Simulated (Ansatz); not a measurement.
Compare A (`CC1=NCO1`) with its isomer B (`N=C1CCO1`).

Computed with Ansatz on PBE0-D4/def2-TZVP structures; ΔE is electronic, products minus reactants. CCSD(T)/CBS is the MP2 limit (def2-TZVPP, def2-QZVPP) plus CCSD(T) − MP2 in def2-TZVPP, frozen cores. DFT in def2-TZVPP. B3LYP here is the variant with VWN-RPA as its local correlation; programs differ in this. Each species was taken in one conformer, which may not be the lowest.

Which is lower in electronic energy at CCSD(T)/CBS, and by how much? (Best estimate.)

The calculation gave: B, by 23.7 kJ/mol.

Give E(B) − E(A) in kJ/mol with B3LYP, B2PLYP, r2SCAN-D4, BLYP-D4, CCSD(T)/def2-TZVPP, LDA (SPW92), B3LYP-D4. (Best estimate.)

Computed: B3LYP -28.4, B2PLYP -26.0, r2SCAN-D4 -27.4, BLYP-D4 -30.3, CCSD(T)/def2-TZVPP -24.1, LDA (SPW92) -29.6, B3LYP-D4 -29.7. None reverses the order clearly.

Does the order hold for the free energy at 298.15 K (harmonic terms from PBE0-D4)? (Best estimate.)

Computed: Yes: G(B) − G(A) = -19.7 kJ/mol, for one conformer each.

Largest T1 diagnostic: 0.014.

Leaving LDA and LC-ωPBE aside and taking each functional with its dispersion term where it has one, the values, not all of them listed here, spread over 5.5 kJ/mol, from BLYP-D4 to PBE-QIDH.
